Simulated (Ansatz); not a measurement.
**AlSiH2+ (quintet): from Hartree-Fock to the top rungs, 6-31G**

How much of the correlation energy of AlSiH2+ (quintet) does each wave-function method recover here?

The runs use Ansatz 0.2.0, Gaussian basis; 6-31G, core rule «outside noble gas», up to 10 orbitals frozen.

To be run: UHF; CCSD(T) on ROHF; CCSD(T) on UHF; BCCD(T) on ROHF; CISD as a restricted active space (open shells left free, so some higher excitations enter); CCSDT(Q) on ROHF; CCSDT(Q) on UHF; CISDTQ; CCSDTQ on ROHF; CASSCF and MRCISD+Q, 8 electrons in 10 orbitals; CASSCF and NEVPT2, 8 electrons in 10 orbitals; Full CI.

17 further runs of the same task are left out: 4 that didn't finish, 13 set aside as unsound or not needed. Runs told in other sessions of the task aren't counted.

**1. The system**

The geometry is a PBE0/def2-TZVP stationary point (not a proven minimum) of the parent state, kept for this charge and spin.

4 atoms, charge 1, spin multiplicity 5.

Atoms are counted from 1 here; the program's logs count them from 0.

Bond lengths: Si1–Al2 2.409 Å, Al2–H3 1.583 Å, Al2–H4 1.583 Å. Angles: Si1–Al2–H3 117.4°, Si1–Al2–H4 117.4°, H3–Al2–H4 125.2°.

**2. UHF**

in.yaml reads:

```yaml
crystal:
  periodic: [false, false, false]
  atoms:
    - {symbol: Si, position_ang: [0.000000, 0.000000, 1.249328]}
    - {symbol: Al, position_ang: [0.000000, 0.000000, -1.159384]}
    - {symbol: H, position_ang: [0.000000, 1.405470, -1.888034]}
    - {symbol: H, position_ang: [0.000000, -1.405470, -1.888034]}
basis:
  gaussian: {orbitals: 6-31G}
total_charge: 1
magnetization: {spin_polarized: true, initial_magnetization: 4}
hamiltonian: {xc: hf}
output: {orbitals: {seedname: orbitals}}
```

The run is started by

```sh
$ ansatz run in.yaml --threads 1 --pin off --events-out ev --progress --plain --max-ram 2393MiB
```

After this run come: CCSD(T) on ROHF; CCSD(T) on UHF; BCCD(T) on ROHF; CISD as a restricted active space (open shells left free, so some higher excitations enter); CCSDT(Q) on ROHF; CCSDT(Q) on UHF; CISDTQ; CCSDTQ on ROHF; CASSCF and MRCISD+Q, 8 electrons in 10 orbitals; CASSCF and NEVPT2, 8 electrons in 10 orbitals; Full CI.

Q: Predict the results of all the runs planned. Wanted: FCI from the RHF energy; RMP2 from FCI; UMP2 from FCI; RCCSD from FCI; RCCSD(T) from FCI; UCCSD(T) from FCI; RCCSDT(Q) from FCI; UCCSDT(Q) from FCI; NEVPT2 valence from FCI.

The runs gave:

| quantity | value |
| --- | --- |
| FCI from the ROHF energy | -2.2762 eV |
| RMP2 from FCI | +18.40 kcal/mol |
| UMP2 from FCI | +18.89 kcal/mol |
| RCCSD from FCI | +1.86 kcal/mol |
| RCCSD(T) from FCI | +0.63 kcal/mol |
| UCCSD(T) from FCI | +0.64 kcal/mol |
| RCCSDT(Q) from FCI | +0.02 kcal/mol |
| UCCSDT(Q) from FCI | +0.01 kcal/mol |
| NEVPT2 valence from FCI | +3.17 kcal/mol |
| MRCISD+Q valence from FCI | +0.10 kcal/mol |
| levels within 1 kcal/mol (43 meV) | RCCSD(T), UCCSD(T), BCCD(T), RCCSDT, UCCSDT, CISDTQ, RCCSDT(Q), UCCSDT(Q), RCCSDTQ, MRCISD valence, MRCISD+Q valence |
| T1 diagnostic | 0.041 |
| effectively unpaired electrons | 4.06 |

What this shows: RCCSD(T) misses by +0.63 kcal/mol, 1.2 % of the correlation energy. The occupations are near whole numbers, but T1 = 0.041 shows that the orbitals relax strongly. Of the multireference levels listed MRCISD+Q valence comes nearest in total energy (+0.10 kcal/mol), which doesn't show that its space is the better one. Coupled cluster took another determinant than the lowest Hartree-Fock one. These misses are within one basis, not against nature; the frozen cores of restricted and unrestricted runs differ, which can shift their rows.

Levels on UHF freeze UHF's core orbitals, full CI those of ROHF, so the U rows can settle a little off it for that reason alone.

With open shells the CI space here admits some higher excitations, so it is larger than plain CISD.
